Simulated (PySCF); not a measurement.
## Dipole moment and polarisability across levels of theory

Species: C2H6O.
Bonds: C1–C2, C2–O3. Hydrogens: H4, H5, H6 on C1; H7, H8 on C2; H9 on O3.

PySCF, dipoles from the SCF density, polarisabilities from static response with core orbitals frozen. Isolated species at its PBE0-D3(BJ)/def2-SVP geometry (one conformer only).

Reference polarisability: 5.112 Å³ (measured, gas; NIST CCCBDB Release 22 (SRD 101), experimental polarizabilities). The anisotropy is √(½[(α1 − α2)² + (α2 − α3)² + (α3 − α1)²]).

```
              level  μ (D)  α (Å³)  error (%)  anisotropy (Å³)
     PBE0/def2-SVPD  1.706    4.89       -4.4             0.56
BHandHLYP/def2-SVPD  1.781    4.74       -7.3             0.50
CAM-B3LYP/def2-SVPD  1.768    4.88       -4.6             0.53
  wB97X-D/def2-SVPD  1.741    4.86       -5.0             0.52
  LC-wPBE/def2-SVPD  1.782    4.75       -7.2             0.50
        PBE0/6-31G*  1.652    3.89      -23.9             0.44
       PBE0/6-31+G*  1.865    4.39      -14.1             0.44
      PBE0/def2-SVP  1.615    4.01      -21.5             0.40
   PBE0/aug-cc-pVDZ  1.646    5.00       -2.2             0.61
     PBE0/def2-TZVP  1.642    4.60       -9.9             0.46
    PBE0/def2-TZVPD  1.646    4.99       -2.3             0.61
   PBE0/aug-cc-pVTZ  1.642    5.03       -1.7             0.61
```

For the polarisability, the smallest error is 1.7% (PBE0/aug-cc-pVTZ) and the largest 23.9% (PBE0/6-31G*). The dipole runs from 1.62 D (PBE0/def2-SVP) to 1.86 D (PBE0/6-31+G*). In one basis (def2-SVPD) the functionals order the polarisability from BHandHLYP (lowest) to PBE0 (highest), a spread of 3%. With PBE0 the polarisability is 4.17 Å³ without diffuse functions (mean of 6-31G*, def2-SVP and def2-TZVP) and 4.86 Å³ with them (mean of 6-31+G*, def2-SVPD, aug-cc-pVDZ, def2-TZVPD and aug-cc-pVTZ). Measured values can belong to vibrating molecules and may average over conformers; the computed ones are for one fixed geometry.
